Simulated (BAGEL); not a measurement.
# C3H3FS (SMILES C=C1SC1F): HF/6-31G(d) (density fitting with qzvpp-jkfit, spherical functions)

Aim: the energy change on altering one bond length of C3H3FS at HF/6-31G* (density fitting with qzvpp-jkfit, spherical functions), from 2 runs. 

The results are computed with BAGEL 1.2.2.

25 further runs of the same task are left out: 25 set aside as unsound or not needed.

## 1. The structure to begin with

C3H3FS: 8 atoms, total charge 0, spin state singlet. As SMILES, `C=C1SC1F`. The coordinates come from a PBE0-D4/def2-TZVP relaxation.

Bond lengths: C1–C2 1.318 Å, C2–S3 1.735 Å, C2–C4 1.442 Å, S3–C4 1.820 Å, C4–F5 1.351 Å, C1–H6 1.083 Å, C1–H7 1.082 Å, C4–H8 1.086 Å. Some angles: C1–C2–S3 145.0°, C1–C2–C4 145.8°, S3–C2–C4 69.2°, C2–S3–C4 47.8°, C2–C4–S3 63.0°, C2–C4–F5 119.1°, S3–C4–F5 118.0°, C2–C1–H6 119.8°, C2–C1–H7 121.7°, C2–C4–H8 121.9°.

## 2. The energy at HF/6-31G(d) (density fitting with qzvpp-jkfit, spherical functions)

input.json

```json
{ "bagel": [

{
  "title": "molecule",
  "basis": "6-31gs.json",
  "df_basis": "qzvpp-jkfit",
  "angstrom": "true",
  "geometry": [
    { "atom": "C", "xyz": [   -0.031500,    1.391600,    0.301800 ] },
    { "atom": "C", "xyz": [    0.314700,    0.155900,   -0.000300 ] },
    { "atom": "S", "xyz": [    1.613000,   -0.867900,   -0.524600 ] },
    { "atom": "C", "xyz": [   -0.139400,   -1.203000,   -0.166100 ] },
    { "atom": "F", "xyz": [   -0.953200,   -1.501200,   -1.202400 ] },
    { "atom": "H", "xyz": [   -1.053900,    1.611100,    0.585100 ] },
    { "atom": "H", "xyz": [    0.679900,    2.206300,    0.267300 ] },
    { "atom": "H", "xyz": [   -0.337300,   -1.850000,    0.683400 ] }
  ]
},
{ "title": "hf" },
{ "title": "print", "file": "orbitals.molden", "orbitals": "true" }

]}
```

The basis set 6-31G* is read from a file made from the Basis Set Exchange's data (not shown).

Started as:

```
$ BAGEL_NUM_THREADS=1 BAGEL input.json > input.out
```

The log of the run:

```text
* using 1 threads per process

  ===============================================================
  ===============================================================

  *** Geometry ***

  { "atom" : "C", "xyz" : [     -0.059526,      2.629743,      0.570319 ] },
  { "atom" : "C", "xyz" : [      0.594697,      0.294608,     -0.000567 ] },
  { "atom" : "S", "xyz" : [      3.048128,     -1.640093,     -0.991350 ] },
  { "atom" : "C", "xyz" : [     -0.263428,     -2.273341,     -0.313884 ] },
  { "atom" : "F", "xyz" : [     -1.801287,     -2.836857,     -2.272207 ] },
  { "atom" : "H", "xyz" : [     -1.991582,      3.044538,      1.105679 ] },
  { "atom" : "H", "xyz" : [      1.284825,      4.169303,      0.505124 ] },
  { "atom" : "H", "xyz" : [     -0.637405,     -3.495993,      1.291439 ] },

  Number of auxiliary basis functions:      484

  Since a DF basis is specified, we compute 2- and 3-index integrals:
    o Being stored without compression. Storage requirement is 0.025 GB

  Number of basis functions:       80
  Number of electrons      :       46

    * METHOD: MOLECULE                             0.39

  *** RHF ***

  === Nuclear Repulsion ===
   208.5884852148

      * DIIS with orbital gradients will be used.

  === RHF iteration (6-31gs.json) ===
      0       -612.06276496          0.01684960           0.09
      1       -612.17068088          0.01007617           0.09
      2       -612.21389888          0.00184210           0.09
      3       -612.21670485          0.00059625           0.09
      4       -612.21694028          0.00019427           0.09
      5       -612.21701861          0.00007882           0.09
      6       -612.21702803          0.00002068           0.09
      7       -612.21702857          0.00000818           0.09
      8       -612.21702866          0.00000270           0.09
      9       -612.21702867          0.00000137           0.09
     10       -612.21702867          0.00000054           0.09
     11       -612.21702867          0.00000026           0.09
     12       -612.21702867          0.00000011           0.09
     13       -612.21702867          0.00000005           0.09
     14       -612.21702867          0.00000002           0.09
     15       -612.21702867          0.00000001           0.09
    * SCF iteration converged.

    * Permanent dipole moment:
           (    0.192507,    -0.302897,    -0.685106) a.u.

    * METHOD: HF                                   1.64

    * METHOD: PRINT                                0.03

  ===============================================================
```

Run time: 2.2 s. Hardware: 1 thread of Arm Neoverse N1, shared host; peak memory 0.11 GiB.

## 3. The distorted shape, same level

input.json

```json
{ "bagel" : [

{
  "title" : "molecule",
  "basis" : "6-31gs.json",
  "df_basis" : "qzvpp-jkfit",
  "angstrom" : "true",
  "geometry" : [
    { "atom" : "C", "xyz" : [   -0.001818,    1.488641,    0.174386 ] },
    { "atom" : "C", "xyz" : [    0.344382,    0.252941,   -0.127714 ] },
    { "atom" : "S", "xyz" : [    1.642682,   -0.770859,   -0.652014 ] },
    { "atom" : "C", "xyz" : [   -0.109718,   -1.105959,   -0.293514 ] },
    { "atom" : "F", "xyz" : [   -0.923518,   -1.404159,   -1.329814 ] },
    { "atom" : "H", "xyz" : [   -1.024218,    1.708141,    0.457686 ] },
    { "atom" : "H", "xyz" : [    0.709582,    2.303341,    0.139886 ] },
    { "atom" : "H", "xyz" : [   -0.337300,   -1.850000,    0.683400 ] }
  ]
},
{
  "title" : "hf"
},
{
  "title" : "print",
  "file" : "orbitals.molden",
  "orbitals" : "true"
}

]}
```

The basis set 6-31G* is read from a file made from the Basis Set Exchange's data (not shown).

Started as:

```
$ BAGEL_NUM_THREADS=1 BAGEL input.json > input.out
```

The log of the run:

```text
* using 1 threads per process

  ===============================================================
  ===============================================================

  *** Geometry ***

  { "atom" : "C", "xyz" : [     -0.003436,      2.813124,      0.329542 ] },
  { "atom" : "C", "xyz" : [      0.650788,      0.477989,     -0.241344 ] },
  { "atom" : "S", "xyz" : [      3.104219,     -1.456712,     -1.232128 ] },
  { "atom" : "C", "xyz" : [     -0.207337,     -2.089960,     -0.554661 ] },
  { "atom" : "F", "xyz" : [     -1.745196,     -2.653476,     -2.512984 ] },
  { "atom" : "H", "xyz" : [     -1.935492,      3.227919,      0.864901 ] },
  { "atom" : "H", "xyz" : [      1.340916,      4.352684,      0.264346 ] },
  { "atom" : "H", "xyz" : [     -0.637405,     -3.495993,      1.291439 ] },

  Number of auxiliary basis functions:      484

  Since a DF basis is specified, we compute 2- and 3-index integrals:
    o Being stored without compression. Storage requirement is 0.025 GB

  Number of basis functions:       80
  Number of electrons      :       46

    * METHOD: MOLECULE                             0.40

  *** RHF ***

  === Nuclear Repulsion ===
   207.7783835281

      * DIIS with orbital gradients will be used.

  === RHF iteration (6-31gs.json) ===
      0       -612.04313240          0.01704740           0.10
      1       -612.15212056          0.01039596           0.09
      2       -612.19741623          0.00186135           0.09
      3       -612.20033839          0.00063965           0.09
      4       -612.20060505          0.00020135           0.09
      5       -612.20069051          0.00008313           0.09
      6       -612.20070106          0.00002302           0.09
      7       -612.20070176          0.00000879           0.09
      8       -612.20070186          0.00000298           0.09
      9       -612.20070187          0.00000150           0.09
     10       -612.20070187          0.00000060           0.09
     11       -612.20070187          0.00000029           0.09
     12       -612.20070187          0.00000012           0.09
     13       -612.20070187          0.00000006           0.09
     14       -612.20070187          0.00000002           0.09
     15       -612.20070187          0.00000001           0.09
    * SCF iteration converged.

    * Permanent dipole moment:
           (    0.172875,    -0.324138,    -0.665906) a.u.

    * METHOD: HF                                   1.69

    * METHOD: PRINT                                0.03

  ===============================================================
```

Wall time 2.3 s (1 thread of Arm Neoverse N1, shared host); peak memory 0.11 GiB.

## 4. Results

Level: HF/6-31G* (density fitting with qzvpp-jkfit, spherical functions).

```
                                                         quantity          value
                                        first shape: total energy  -612.21703 Eh
                                       first shape: dipole moment         1.97 D
                                         first shape: HOMO energy       -9.17 eV
                                         first shape: LUMO energy        3.68 eV
                                       first shape: HOMO–LUMO gap       12.85 eV
                                    distorted shape: total energy  -612.20070 Eh
                                   distorted shape: dipole moment         1.93 D
                                     distorted shape: HOMO energy       -9.18 eV
                                     distorted shape: LUMO energy        3.60 eV
                                   distorted shape: HOMO–LUMO gap       12.79 eV
energy change with the C4–H8 bond stretched from 1.086 to 1.249 Å       0.444 eV
```

**Reading.** With the C4–H8 bond stretched from 1.086 to 1.249 Å the energy rises by 0.44 eV (10.2 kcal/mol). The first shape isn't relaxed at this level, so the change isn't measured from a minimum.
